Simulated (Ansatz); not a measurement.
For A-type hexagonal La₂O₃, rVV10 in Ansatz (PAW) gives:

```
Property             Result
------------------  -------
lattice constant a  3.960 Å
c axis length       6.192 Å
```

Q: What does PBE0 in Ansatz (plane waves, PAW) give for the same quantities?

A: 
- lattice constant a: 3.920 Å (decreases by 1.0 %)
- lattice parameter c: 6.137 Å (decreases by 0.9 %)

For comparison: lattice constant a 3.934 Å (measured, 300 K, no zero-point or thermal correction, our sources range from 3.934 to 3.940; as tabulated in Santana et al. (2016), arXiv:1608.06321); lattice parameter c 6.13 Å (measured, temperature not stated, not corrected to a static lattice; as tabulated in Rustad et al. (2011), arXiv:1107.4261).

Changes are worked out from the printed values.

Unless a cell is named, each level is at its own relaxed cell (rVV10 16.82, PBE0 16.34 Å³/atom).

Ansatz's density-functional and Hartree–Fock values are scalar-relativistic unless marked +SOC, with PAW data made under PBE.

Ansatz is an electronic-structure program.
